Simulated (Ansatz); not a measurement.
# BH3S2 (SMILES SBS): HF/aug-cc-pVDZ

What is the vertical electron affinity of BH3S2 at HF/aug-cc-pVDZ? 

Program for the calculation: Ansatz 0.2.0.

37 further runs of the same task are left out: 2 that didn't finish, 35 set aside as unsound or not needed. Runs told in other sessions of the task aren't counted.

**1. The molecule**

BH3S2 has 6 atoms, charge 0, and is taken as a singlet. SMILES: `SBS`. The coordinates come from a PBE0-D4/def2-TZVP relaxation. This is one conformer, not always the lowest.

Bond lengths: S1–B2 1.783 Å, B2–S3 1.787 Å, S1–H4 1.346 Å, B2–H5 1.190 Å, S3–H6 1.342 Å. Angles: S1–B2–S3 122.5°, S1–B2–H5 116.2°, S3–B2–H5 121.4°, B2–S1–H4 98.9°, B2–S3–H6 97.3°.

**2. A single-point energy at HF/aug-cc-pVDZ**

in.yaml

```yaml
crystal:
  periodic: [false, false, false]
  atoms:
    - symbol: S
      position_ang: [-0.819900, -0.605200, -1.516500]
    - symbol: B
      position_ang: [0.091400, -0.453600, 0.008900]
    - symbol: S
      position_ang: [0.333100, 1.114800, 0.829800]
    - symbol: H
      position_ang: [-1.145600, 0.688100, -1.694600]
    - symbol: H
      position_ang: [0.535500, -1.462200, 0.457500]
    - symbol: H
      position_ang: [1.047600, 0.654100, 1.868800]
basis:
  gaussian: {orbitals: aug-cc-pVDZ}
hamiltonian: {xc: hf}
accuracy: high
output: {orbitals: {seedname: orbitals}}
```

Command:

```
$ ansatz run in.yaml --threads 1 --pin off --max-ram 2610MiB --events-out events.jsonl --progress --plain --runs-dir runs
```

The program printed:

```text
Warning: RAYON_NUM_THREADS=1 ignored (pool sized by the plan → 1); use --threads N
Functional definition: HF
  name "HF"
  exchange = exact_x
  correlation = 0
2086 factors; integrals over basis functions are off by at most 3.4e-9 eV
mean field evaluation 1: about -22354.4667 eV, gradient 1.6e1 eV
mean field evaluation 2: about -22354.4683 eV, gradient 1.6e1 eV
mean field evaluation 4: about -22355.7181 eV, gradient 1.7e0 eV
mean field evaluation 8: about -22355.7358 eV, gradient 3.8e-2 eV
mean field -22355.73583247 eV, -821.5581385813 hartree, gradient 7.8e-8 eV, S^2 0.000000; 0 other end points of the search recorded, 0 dependent functions left out
reference -22355.73583247 eV, -821.5581385813 hartree; 20, 20 occupied and 84, 84 virtual orbitals, 2086 factors
Total energy: -22355.73583247 eV, -821.5581385813 hartree
```

Run time: 6.6 s. Hardware: 1 thread of Arm Neoverse N1, shared host; peak memory 0.29 GiB.

**3. The doublet anion at the same level**

input.yaml

```yaml
crystal:
  periodic: [false, false, false]
  atoms:
    - {symbol: S, position_ang: [-0.819900, -0.605200, -1.516500]}
    - {symbol: B, position_ang: [0.091400, -0.453600, 0.008900]}
    - {symbol: S, position_ang: [0.333100, 1.114800, 0.829800]}
    - {symbol: H, position_ang: [-1.145600, 0.688100, -1.694600]}
    - {symbol: H, position_ang: [0.535500, -1.462200, 0.457500]}
    - {symbol: H, position_ang: [1.047600, 0.654100, 1.868800]}
basis:
  gaussian: {orbitals: aug-cc-pVDZ}
total_charge: -1
magnetization: {spin_polarized: true, initial_magnetization: 1}
hamiltonian: {xc: hf}
accuracy: high
output: {orbitals: {seedname: orbitals}}
```

Command:

```
$ ansatz run input.yaml --threads 1 --pin off --max-ram 2610MiB --events-out events.jsonl --progress --plain --runs-dir runs
```

The program printed, cut to the lines that bear on the results:

```text
Warning: RAYON_NUM_THREADS=1 ignored (pool sized by the plan → 1); use --threads N
Functional definition: HF
  name "HF"
[...]
2087 factors; integrals over basis functions are off by at most 3.4e-9 eV
[...]
mean field -22354.78868256 eV, -821.5233314641 hartree, gradient 2.8e-8 eV, S^2 0.750309; 3 other end points of the search recorded, 0 dependent functions left out
reference -22354.78868256 eV, -821.5233314641 hartree; 21, 20 occupied and 83, 84 virtual orbitals, 2087 factors
Total energy: -22354.78868256 eV, -821.5233314641 hartree
```

Wall time 23 s (1 thread of Arm Neoverse N1, shared host); peak memory 0.37 GiB.

**4. Summary of results**

At HF/aug-cc-pVDZ:

| quantity | value |
| --- | --- |
| singlet BH3S2: total energy | -821.55814 Eh |
| singlet BH3S2: HOMO energy | -10.20 eV |
| singlet BH3S2: LUMO energy | 1.02 eV |
| singlet BH3S2: HOMO–LUMO gap | 11.23 eV |
| doublet anion: total energy | -821.52333 Eh |
| doublet anion: HOMO energy (highest over α and β) | 0.85 eV |
| doublet anion: LUMO energy (lowest over α and β) | 3.37 eV |
| doublet anion: ⟨S²⟩ | 0.750 |
| vertical electron affinity (to the doublet anion) | -0.947 eV |

The anion lies 0.95 eV (21.8 kcal/mol) above the neutral: the electron isn't bound at this level, and such a value depends on the basis. Hartree–Fock misses the correlation that binds many anions. The HOMO (doublet anion) lies at positive energy, 0.85 eV: the electron is unbound at this level or held by a compact basis; values depend on the basis.
